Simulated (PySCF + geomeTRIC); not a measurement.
Species: H$_{2}$N, SMILES `[NH2]` (charge 0, multiplicity 2).

Question: Give a relaxed geometry from PySCF + geomeTRIC with TPSS-D3(BJ)/def2-SVP.

Answer: the end point of this relaxation (outside a Z-matrix the atoms follow the SMILES, hydrogens last).
Z-matrix (Å, degrees):
```
N
H 1 1.0447
H 1 1.0447 2 100.74
```
